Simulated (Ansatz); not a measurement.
| atom | x (Å) | y (Å) | z (Å) |
| --- | --- | --- | --- |
| N | 1.3900 | 0.0000 | 0.0000 |
| C | 0.6950 | 1.2038 | 0.0000 |
| C | -0.6950 | 1.2038 | 0.0000 |
| C | -1.3900 | 0.0000 | 0.0000 |
| C | -0.6950 | -1.2038 | 0.0000 |
| C | 0.6950 | -1.2038 | 0.0000 |
| H | -2.4750 | 0.0000 | 0.0000 |
| H | -1.2375 | -2.1434 | 0.0000 |
| H | 1.2375 | -2.1434 | 0.0000 |

Basis set: def2-SVP. Charge 0. Computed with Ansatz (development build ahead of 0.2.0); the lowest solution found for each multiplicity.

Q: How do the multiplicities compare at this shape? Give, from the lowest of each method, PBE0 (unrestricted) for 1, 3; PBE0 (restricted) for 1, 3; HF (unrestricted) for 1, 3; HF (restricted) for 1, 3.

A:

| method | multiplicity | E (eV) | <S²> |
| --- | --- | --- | --- |
| PBE0, unrestricted | 1 | 0.000 | 0.92 |
| PBE0, unrestricted | 3 | 0.107 | 2.01 |
| PBE0, restricted | 1 | 0.629 | 0.00 |
| PBE0, restricted | 3 | 0.000 | 2.00 |
| HF, unrestricted | 1 | 0.000 | 1.87 |
| HF, unrestricted | 3 | 0.597 | 2.62 |
| HF, restricted | 1 | 2.153 | 0.00 |
| HF, restricted | 3 | 0.000 | 2.00 |

Caution: other spin multiplicities may lie lower. Caution for PBE0, unrestricted, HF, unrestricted: the unrestricted determinant is a mixture of spin states. Caution for PBE0, restricted, HF, restricted: an unrestricted determinant lies well below. Caution for HF, unrestricted: the unrestricted determinant is spin contaminated.
